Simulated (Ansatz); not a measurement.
# CH5AlS: basis-set convergence

The task here is to estimate one member of a computed series from the others.

Program: Ansatz 0.2.0, Gaussian basis. Level of theory: one geometry, several basis sets. These are calculated values, not measurements.

Plan: PBE0-D4/def2-SVP; ωB97M-V/def2-SVP; PBE0-D4/def2-QZVPP; ωB97M-V/def2-QZVPP; CCSD(T)/cc-pV(D+d)Z; CCSD(T)/cc-pV(T+d)Z; CCSD(T)/cc-pV(Q+d)Z; the functionals' def2-TZVPP values are taken from earlier runs.

## The geometry

An earlier PBE0-D4 in a triple-zeta def2 set relaxation fixed the geometry.

SMILES `[CH3][AlH][SH]`, 8 atoms, charge 0, spin multiplicity 1.

Atoms are counted from 1 here; the program's logs count them from 0.

Bond lengths: C1–Al2 1.943 Å, C1–H4 1.095 Å, C1–H5 1.092 Å, C1–H6 1.095 Å, Al2–S3 2.188 Å, Al2–H7 1.585 Å, S3–H8 1.344 Å. Angles: Al2–C1–H4 110.7°, Al2–C1–H5 112.5°, Al2–C1–H6 110.8°, H4–C1–H5 107.9°, H4–C1–H6 106.6°, H5–C1–H6 108.0°, C1–Al2–S3 118.2°, C1–Al2–H7 124.4°, S3–Al2–H7 117.4°, Al2–S3–H8 93.8°.

Set-up of the first run:

Contents of in.yaml:

```yaml
crystal:
  periodic: [false, false, false]
  atoms:
    - {symbol: C, position_ang: [-0.729037, 1.066682, -0.417875]}
    - {symbol: Al, position_ang: [0.571500, -0.326575, -0.037903]}
    - {symbol: S, position_ang: [-0.003731, -1.933243, 1.331902]}
    - {symbol: H, position_ang: [-0.342770, 2.048268, -0.124316]}
    - {symbol: H, position_ang: [-1.676349, 0.908561, 0.102414]}
    - {symbol: H, position_ang: [-0.938042, 1.121302, -1.491202]}
    - {symbol: H, position_ang: [2.030232, -0.381199, -0.654312]}
    - {symbol: H, position_ang: [1.180296, -2.560898, 1.235491]}
basis:
  gaussian: {orbitals: def2-SVP}
hamiltonian: {xc: pbe0, dispersion: d4}
output: {orbitals: {seedname: orbitals}}
```

Command:

```console
ansatz run in.yaml --threads 2 --pin off --events-out ev --progress --plain --max-ram 32768MiB --backend cpu
```

Steps of the session up to this table: PBE0-D4 in def2-SVP; ωB97M-V in def2-SVP; PBE0-D4 in def2-QZVPP; ωB97M-V in def2-QZVPP.

One table of the session follows, with a row left open; its other results are not shown here.

It belongs to the step «Functionals by basis». 

```
functional       basis  HOMO (eV)
   PBE0-D4    def2-SVP      -7.55
   PBE0-D4  def2-TZVPP          ?
   PBE0-D4  def2-QZVPP      -7.68
   ωB97M-V    def2-SVP      -9.68
   ωB97M-V  def2-TZVPP      -9.84
   ωB97M-V  def2-QZVPP      -9.87
```

Q: Estimate the row for PBE0-D4, def2-TZVPP from the others.

As computed: HOMO (eV): -7.65. In the column «HOMO (eV)» it lies between PBE0-D4, def2-QZVPP (-7.68) and PBE0-D4, def2-SVP (-7.55).
